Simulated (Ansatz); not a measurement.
**Solid CO2 (dry ice)**

Computed with r²SCAN in Ansatz (PAW).

Settings: plane-wave cutoff 560 eV, 6×6×6 k mesh, Fermi–Dirac smearing 0.01 eV, scalar-relativistic PAW data made under PBE.

Cell (relaxed at this level):

```
CO2
1.0
    5.57966     0.00000     0.00000
    0.00000     5.57966     0.00000
    0.00000     0.00000     5.57966
C O
4 8
Direct
  0.00000   0.50000   0.50000
  0.50000   0.00000   0.50000
  0.00000   0.00000   0.00000
  0.50000   0.50000   0.00000
  0.87996   0.62004   0.37996
  0.37996   0.87996   0.62004
  0.87996   0.87996   0.87996
  0.12004   0.12004   0.12004
  0.62004   0.37996   0.87996
  0.62004   0.12004   0.37996
  0.37996   0.62004   0.12004
  0.12004   0.37996   0.62004
```

For solid CO2 (dry ice), the bulk modulus B0 is 8.30 GPa and the band gap is 7.52 eV (direct).

Note: the cell comes from a level without a dispersion term, which matters for the spacing of layers, chains or molecules; the bulk modulus comes from volumes at which shape and atoms were relaxed.

The computed numbers hold no vibrational or temperature effects.

Cost on a shared machine: around 9 core-minutes (rough).

Ansatz is an electronic-structure program.
